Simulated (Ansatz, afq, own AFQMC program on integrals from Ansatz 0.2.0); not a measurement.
Integrals from Ansatz 0.2.0, then the random walk in our own AFQMC program (afq).

```yaml
crystal:
  periodic: [false, false, false]
  atoms:
    - {symbol: Al, position_ang: [0.000000, 0.000000, 0.259056]}
    - {symbol: Al, position_ang: [0.000000, 0.000000, -2.101360]}
    - {symbol: H, position_ang: [0.000000, 0.000000, 1.842303]}
basis:
  gaussian: {orbitals: 6-31G}
magnetization: {spin_polarized: false, initial_magnetization: 3}
correlation: {method: ccsd_t, electrons: outside_noble_gas, hamiltonian_folder: ham}
```

```sh
$ ansatz run in.yaml --threads 1 --pin off --events-out ev --progress --plain --max-ram 1843MiB
```

Options of the walk:

```
--method phaseless --trial cisd --walkers 170 --populations 1 --least-time 40 --time-step 0.005 --steps-per-block 50 --equilibration-blocks 28 --max-blocks 300 --target-error 0.00032 --factor-cut 1e-05 --start spin_pure --seed 1423 --release-times 0.24,0.51,0.99,1.62,2.4 --release-step 0.03 --release-every 4 --taylor-order 6
```

Times are imaginary, in 1/Eh. The walk had a cap of 520 s.

Log:

```
orbitals 18  electrons 5 2  factors 102 of 308
reference energy -484.28621033 Eh
CCSD correlation -0.06967904 Eh in 11 cycles, weight of the determinant in the CISD state 0.8933
energy of the start -484.355889 Eh
 block  time / (1/Eh)  mean weight  energy / Eh
     1     0.250  1.0002  -484.355524
     2     0.500  1.0003  -484.355511
     3     0.750  0.9999  -484.355716
     4     1.000  0.9999  -484.355908
     5     1.250  1.0002  -484.355933
     8     2.000  1.0003  -484.356893
    13     3.250  0.9998  -484.358898
    25     6.250  1.0006  -484.357349
    37     9.250  1.0008  -484.359216
    49    12.250  0.9998  -484.358820
    61    15.250  0.9998  -484.358930
    73    18.250  0.9990  -484.359359
    85    21.250  0.9994  -484.357835
    97    24.250  1.0002  -484.357817
   109    27.250  1.0000  -484.358751
   113    28.250  0.9996  -484.356738
   121    30.250  1.0005  -484.357616
   133    33.250  1.0004  -484.357333
   145    36.250  1.0000  -484.358435
   157    39.250  0.9995  -484.358544
   161    40.250  0.9994  -484.359955
   169    42.250  1.0003  -484.358126
   181    45.250  0.9995  -484.359002
   185    46.250  0.9997  -484.358385
blocks merged  error / Eh  count
     1  0.000058  160
     2  0.000075  80
     4  0.000094  40
     8  0.000118  20
    16  0.000139  10
released: time / (1/Eh)  energy / Eh  error  mean overlap
  0.24  -484.358458  0.000109  0.9976
  0.51  -484.358521  0.000114  0.9974
  0.99  -484.358606  0.000123  0.9972
  1.62  -484.358670  0.000108  0.9987
  2.40  -484.358687  0.000118  1.0096
energy -484.358287 +/- 0.000118 Eh
(rows thinned)
```

The run failed at least one of its tests; the cautions name the faults.

Against this walk (error 3.2 meV) on the same determinant: CCSD(T) 15.2 meV higher, CCSDT(Q) 12.0 meV lower, CCSDTQ 14.4 meV lower, full CI 14.8 meV lower. The error is statistical and leaves out the bias of the constraint. Released to 2.40 1/Eh the energy lies 11 ± 5 meV (both errors) below the phaseless value, which shows part or all of the bias of the constraint, and full CI lies 3.9 meV below the released value. Full CI is exact here, so the walk's 15 meV above it is the walk's own error: the bias of the constraint with this trial, or a walk that hasn't relaxed.

Cautions: constraint bias not in the error; error not settled; lower spins were not checked; raised T1 diagnostic (T1 0.040, weight of the determinant 0.89, largest double 0.10).

The walk took 49 s on 1 thread of AMD EPYC 9R45 (Zen 5), on a shared host. The log's last line is the phaseless energy.

CCSDT and higher add their correlation energy to the determinant of the CCSD(T) run, since their own runs factorise the integrals more tightly (a shift of under 2 meV). A walk keeps the symmetry of its determinant, which the program's search chose and which needn't be the lowest solution, so a lower state of the same spin and another symmetry isn't excluded.
